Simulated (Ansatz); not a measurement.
# Al₂H₂+ (quartet): from Hartree-Fock to the top rungs, def2-TZVPP

One table from this session's results is given with a row withheld; the runs are named, their logs left out.

Program: Ansatz 0.2.0, Gaussian basis. Level of theory: def2-TZVPP, core rule «outside noble gas», up to 10 orbitals frozen. These are calculated values, not measurements.

Plan: UHF; ROHF; CCSD(T) on UHF.

2 further runs of the same task are left out: 2 set aside as unsound or not needed.

## What is computed

The geometry is a PBE0/def2-TZVP stationary point (not a proven minimum) of the parent state, kept for this charge and spin.

4 atoms, charge 1, spin multiplicity 4.

Atoms are counted from 1 here; the program's logs count them from 0.

Bond lengths: Al1–Al2 2.545 Å, Al1–H3 1.589 Å, Al1–H4 1.589 Å. Angles: Al2–Al1–H3 116.8°, Al2–Al1–H4 116.8°, H3–Al1–H4 126.5°.

As a file:

```
atom   x (Å)    y (Å)    z (Å)
 Al1  0.0000   0.0000  -1.2010
 Al2  0.0000   0.0000   1.3441
  H3  0.0000   1.4184  -1.9165
  H4  0.0000  -1.4184  -1.9165
```

The first run:

Input file in.yaml:

```yaml
crystal:
  periodic: [false, false, false]
  atoms:
    - {symbol: Al, position_ang: [0.000000, 0.000000, -1.200958]}
    - {symbol: Al, position_ang: [0.000000, 0.000000, 1.344142]}
    - {symbol: H, position_ang: [0.000000, 1.418400, -1.916458]}
    - {symbol: H, position_ang: [0.000000, -1.418400, -1.916458]}
basis:
  gaussian: {orbitals: def2-TZVPP}
total_charge: 1
magnetization: {spin_polarized: true, initial_magnetization: 3}
hamiltonian: {xc: hf}
output: {orbitals: {seedname: orbitals}}
```

On the command line:

```console
> ansatz run in.yaml --threads 1 --pin off --events-out ev --progress --plain --max-ram 4096MiB --backend cpu
```

Among the steps run: UHF; ROHF; CCSD(T) on UHF.

One table of the session follows, with a row left open; its other results are not shown here.

| method | from UCCSD(T) (kJ/mol) |
| --- | --- |
| ROHF | +288.3 |
| UHF | ? |
| UMP2 | +74.8 |
| UCCSD | +7.7 |
| UCCSD(T) | 0 |

Estimate the missing values for UHF.

The run gave: from UCCSD(T) (kJ/mol): +284.8. In the column «from UCCSD(T) (kJ/mol)» it lies between UMP2 (+74.8) and ROHF (+288.3).
